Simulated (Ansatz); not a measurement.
Geometry optimisation, Ansatz, RKS PBE-D4/def2-SVP.

The input (input.yaml):

```yaml
crystal:
  periodic: [false, false, false]
  atoms:
    - { symbol: Si, position_ang: [0.276943, -0.058219, 0.052249] }
    - { symbol: Si, position_ang: [0.1044, -0.077067, 2.3056] }
    - { symbol: H, position_ang: [-0.852789, -1.136874, 2.791185] }
    - { symbol: H, position_ang: [1.438643, -0.387457, 2.937225] }
    - { symbol: H, position_ang: [-0.35337, 1.247987, 2.855523] }
    - { symbol: H, position_ang: [1.727826, -0.306913, -0.295367] }
    - { symbol: H, position_ang: [-0.109776, 1.261997, -0.546871] }
    - { symbol: H, position_ang: [-0.511747, -1.167911, -0.588601] }
    - { symbol: S, position_ang: [-2.940857, 0.472781, 0.878664] }
    - { symbol: H, position_ang: [-3.106636, -0.829644, 0.516457] }
    - { symbol: H, position_ang: [-2.550637, 0.10852, 2.156037] }
basis:
  gaussian: { orbitals: def2-SVP }
hamiltonian:
  xc: pbe
  dispersion: d4
relax:
  f_tol: 0.03
  max_steps: 50
output:
  orbitals: {}
```

Launched with:

```bash
$ ansatz run input.yaml --threads 2 --pin off --max-ram 3072MiB --backend cpu --events-out ev --progress --plain --runs-dir out
```

Where does it end, and by what steps?

The forces met the threshold. After 5 steps the energy has fallen by 0.133 eV; H11 moved furthest, 0.63 Å.

| step | energy less start (eV) | largest force component (eV/Å) | accepted |
| --- | --- | --- | --- |
| 0 | 0.0000 | 1.188 | yes |
| 1 | -0.1060 | 0.301 | yes |
| 2 | -0.1143 | 0.201 | yes |
| 3 | -0.1215 | 0.180 | yes |
| 4 | -0.1219 | 0.280 | yes |
| 5 | -0.1326 | 0.013 | yes |

```xyz
11
Properties=species:S:1:pos:R:3
Si 0.396 -0.071 -0.006
Si 0.202 -0.093 2.345
H -0.734 -1.182 2.802
H 1.546 -0.359 2.975
H -0.298 1.228 2.867
H 1.827 -0.331 -0.404
H -0.011 1.260 -0.576
H -0.452 -1.151 -0.627
S -3.035 0.480 0.907
H -3.150 -0.829 0.553
H -3.169 0.176 2.227
```

The run took 8.8 s on 2 threads of Arm Neoverse V2 (shared host), peak memory 0.13 GiB.
